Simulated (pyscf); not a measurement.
A first-order saddle from PySCF, ωB97X-D3(BJ)/def2-SVP:

```
C
C 1 1.3504
H 1 1.0920 2 120.69
H 2 1.0926 1 123.92 3 -172.68
H 1 1.0927 3 118.01 2 -162.88
Cl 2 1.7288 4 113.93 1 174.58
C 1 2.3658 3 86.39 5 -90.58
H 7 1.0929 1 96.71 3 -67.60
H 7 1.0931 8 117.26 3 129.42
H 7 1.0940 8 117.65 9 148.71
```
Charge 0, spin multiplicity 2.

Surface: doublet, charge 0. Lowest wavenumbers (cm⁻¹): 426i, 87, 103, 251, 398.

### Question
Name the species on either side of this saddle.

### Answer
H₂C=CH–Cl (SMILES C=CCl) + CH₃• (SMILES [CH3]) <-> H₃C–CH₂–CH•–Cl (SMILES CC[CH]Cl), an addition read from left to right: none broken and C–C formed. At ωB97M-D3(BJ)/def2-TZVP it lies +0.18 eV from the left side and +1.56 eV from the right (each side as separated species at their lowest minima found). This is the saddle that the search found; another between the same sides may lie lower.
